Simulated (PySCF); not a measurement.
C₂H₆O, SMILES CCO. Atoms are numbered in the order given.

```xyz
9

C     -1.2026     0.1412     0.2462
C      0.0688    -0.4315    -0.3570
O      1.2325     0.3079     0.0027
H     -2.0772    -0.4203    -0.0908
H     -1.3277     1.1856    -0.0433
H     -1.1760     0.0895     1.3383
H      0.1808    -1.4866    -0.0769
H      0.0264    -0.3871    -1.4462
H      1.3164     0.2972     0.9623
```
Charge 0, spin multiplicity 1.

Geometry optimised at B3LYP-D3(BJ)/def2-TZVP. One conformer was computed; it need not be the lowest.

All values below come from ωB97X/def2-TZVPD run with PySCF.

Mulliken values depend strongly on the basis, most of all with diffuse functions as here. ESP charges are fitted to the potential on shells at 1.4 to 2.0 van der Waals radii. Atomic charges (e):

```json
[
 {"atom": "C1", "Mulliken": "-0.88", "ESP fit": "-0.52"},
 {"atom": "C2", "Mulliken": "-0.24", "ESP fit": "0.34"},
 {"atom": "O3", "Mulliken": "-0.49", "ESP fit": "-0.67"},
 {"atom": "H4", "Mulliken": "0.28", "ESP fit": "0.12"},
 {"atom": "H5", "Mulliken": "0.25", "ESP fit": "0.15"},
 {"atom": "H6", "Mulliken": "0.29", "ESP fit": "0.13"},
 {"atom": "H7", "Mulliken": "0.24", "ESP fit": "-0.02"},
 {"atom": "H8", "Mulliken": "0.26", "ESP fit": "0.06"},
 {"atom": "H9", "Mulliken": "0.30", "ESP fit": "0.40"}
]
```
